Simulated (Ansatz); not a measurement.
# BHS (triplet): the correlation ladder, def2-QZVPP

The task here is to estimate one member of a computed series from the others.

Method: def2-QZVPP, core rule «outside noble gas», up to 6 orbitals frozen; program: Ansatz 0.2.0, Gaussian basis.

Plan: UHF; ROHF; CCSD(T) on UHF.

2 further runs of the same task are left out: 2 set aside as unsound or not needed.

### What is computed

The geometry is a PBE0/def2-TZVP stationary point (not a proven minimum) of the parent state, kept for this charge and spin.

3 atoms, charge 0, spin multiplicity 3.

Atoms are counted from 1 here; the program's logs count them from 0.

Bond lengths: B1–S2 1.598 Å, B1–H3 1.175 Å. Angles: S2–B1–H3 180.0°.

Set-up of the first run:

File in.yaml:

```yaml
crystal:
  periodic: [false, false, false]
  atoms:
    - {symbol: B, position_ang: [0.000000, 0.000000, 0.140933]}
    - {symbol: S, position_ang: [0.000000, 0.000000, -1.456867]}
    - {symbol: H, position_ang: [0.000000, 0.000000, 1.315933]}
basis:
  gaussian: {orbitals: "def2-QZVPP.json"}
magnetization: {spin_polarized: true, initial_magnetization: 2}
hamiltonian: {xc: hf}
output: {orbitals: {seedname: orbitals}}
```

Launch:

```bash
$ ansatz run in.yaml --threads 1 --pin off --events-out ev --progress --plain --max-ram 2393MiB
```

Steps of the session up to this table: UHF; ROHF; CCSD(T) on UHF.

One of the session's tables, all rows but one given; the rest of the session is left out.

```
  method  from UCCSD(T) (meV)
    ROHF              +7876.0
     UHF                    ?
    UMP2              +1169.0
   UCCSD               +339.1
UCCSD(T)                    0
```

Estimate the missing values for UHF.

The run gave: from UCCSD(T) (meV): +7596.3. In the column «from UCCSD(T) (meV)» it lies between UMP2 (+1169.0) and ROHF (+7876.0).
